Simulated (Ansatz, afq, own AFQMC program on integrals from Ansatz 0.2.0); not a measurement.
# Where AFQMC and coupled cluster stand for H3O, doublet

```xyz
4

O    -0.1637   -0.0491    0.0000
H    -0.4130    0.8775    0.0000
H     0.9983   -0.0491    0.0000
H     2.0133   -0.0491    0.0000
```

Basis cc-pVTZ. Only valence electrons are correlated. Integrals, coupled cluster, full CI and functionals: Ansatz 0.2.0; the random walks run on the same integrals in our own AFQMC program. ph-AFQMC/CISD is guided by a CISD state made of CCSD amplitudes; releasing the constraint for a short imaginary time cuts its bias at the price of noise, slowly where states lie close. ± is one standard error of the sampling.

Determinant: UHF, the one that the program's search chose, which needn't be the lowest solution. The geometry is a point of a scan.

No full CI on the walks' own integrals is used here; CCSDT(Q) serves as the reference and is uncertain by about the last step of the cluster series.

Cautions: the released energies have errors that jump between times, so the bars are unsure, so no released level is given (meV from the phaseless value at times in 1/Eh: 22 ± 30 at 0.24, -9.8 ± 1.3 at 0.51, -16.1 ± 1.8 at 0.99, -21 ± 7 at 1.62, -28 ± 7 at 2.40), though the last usable value meets CCSDT(Q) within the noise.

The T1 diagnostic is 0.0193 and the weight of the determinant in the CISD state is 0.919. The ⟨S²⟩ of the determinant is 0.798. The size of the correlated space is 9 electrons in 71 orbitals.

Reference: CCSDT(Q), correlation energy -7.914 eV.

```tsv
level	E − E(reference) (kJ/mol)	share of correlation (%)
HF	763.6	0.00
MP2	60.5	92.08
CCSD	25.3	96.69
CCSD(T)	2.1	99.72
CCSDT	1.3	99.82
ph-AFQMC/CISD	1.5 ± 0.2	99.80
```

A walk keeps the symmetry of its determinant, which the program's search chose and which needn't be the lowest solution, so a lower state of the same spin and another symmetry isn't excluded.
